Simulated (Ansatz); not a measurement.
Debugging a ladder of methods at one geometry of C2H5NOS, SMILES NCC(O)=S (the Python package of Ansatz (0.2.0)).

Script `methods.py`:
```python
from pathlib import Path

import ansatz as az
import numpy as np

GEOMETRY = """
N    -0.90550   -1.29500    0.14030
C    -0.26160   -0.17670    0.84990
C     0.44320    0.73710   -0.11750
O     0.93060    0.20600   -1.27850
S     0.90730    2.30320    0.14940
H    -1.63900   -0.81740   -0.50390
H    -0.24760   -1.69820   -0.48590
H     0.50610   -0.59730    1.53560
H    -0.98630    0.41280    1.47360
H     1.33590    0.87440   -1.76010
"""

c2h5nos = az.Crystal.molecule()
for line in GEOMETRY.strip().splitlines():
    symbol, *xyz = line.split()
    c2h5nos = c2h5nos.atom(symbol, [float(v) for v in xyz])

job = (
    c2h5nos.calculation()
    .basis(gaussian="cc-pVDZ")
    .occupations("fermi_dirac", width=0.1)
)

print("functional    E (Ha)        dipole (D)   HOMO (eV)  LUMO (eV)")
for name in ["revpbe", "hse06", "r2scan0", "blyp"]:
    rep = job.functional(name).forces().orbitals().run(threads=1, pin="off", runs_dir="runs").report
    lines = Path(rep["orbitals_path"]).read_text().splitlines()
    field_of = lambda key: [line.split("=")[1].strip() for line in lines if line.startswith(key)]
    orbitals = [(27.211386 * float(e), s, float(n)) for e, s, n in zip(field_of("Ene="), field_of("Spin="), field_of("Occup="))]
    homo = max(e for e, _, n in orbitals if n > 0.5)
    lumo = min(e for e, _, n in orbitals if n < 0.5)
    dipole = 4.803205 * np.linalg.norm(rep["charge_distribution"]["dipole_moment_e_ang"])
    print(f"{name:10s} {rep['free_energy_ev'] / 27.211386246:14.6f} {dipole:9.3f} {homo:11.3f} {lumo:10.3f}")
```

```console
$ python methods.py
functional    E (Ha)        dipole (D)   HOMO (eV)  LUMO (eV)
Traceback (most recent call last):
  File "methods.py", line 32, in <module>
    rep = job.functional(name).forces().orbitals().run(threads=1, pin="off", runs_dir="runs").report
          ~~~~~~~~~~~~~~~~~~~~~~~~~~~~~~~~~~~~~~~~~~~~^^^^^^^^^^^^^^^^^^^^^^^^^^^^^^^^^^^^^^^
  ...
ansatz.RefusalError: invalid value for `basis.gaussian`: such a run doesn't read scf.occupations; remove what it names
$ echo $?
1
```
(Library frames cut from the traceback.)

Why does it end like this?

The fault: in this program a Gaussian-basis run takes no smearing. The change:

```diff
--- before
+++ after
@@ -23,7 +23,3 @@
 
-job = (
-    c2h5nos.calculation()
-    .basis(gaussian="cc-pVDZ")
-    .occupations("fermi_dirac", width=0.1)
-)
+job = c2h5nos.calculation().basis(gaussian="cc-pVDZ")
```

The mended script runs so:

`python methods.py` gives:
```text
functional    E (Ha)        dipole (D)   HOMO (eV)  LUMO (eV)
revpbe        -607.245444     1.821      -5.093     -2.394
hse06         -606.987291     1.728      -6.072     -1.999
r2scan0       -607.206602     1.741      -6.668     -1.577
blyp          -607.299589     1.736      -4.941     -2.271
```

Total energies depend on the basis set; only differences at equal settings carry meaning. The geometry is a force-field or estimated start, not a minimum of this method, and the basis set is short of its limit. A lower total doesn't mark the better method: functionals have no common bound, and MP2 and coupled cluster aren't variational. Levels such as HOMO and LUMO are orbital energies: with these approximate functionals they aren't the ionisation energy and electron affinity, and their gap isn't the fundamental gap. For Al to Cl the sets with a tight d function, cc-pV(X+d)Z, are usual. hse06 follows the composition of plane-wave codes, whose totals differ by tens of mHa, up to about 0.1 Ha, from the form usual in Gaussian-basis programs (wpbeh). Wall time of the script: 23 s on 1 thread of Arm Neoverse V1 (shared host), peak memory 0.28 GiB.
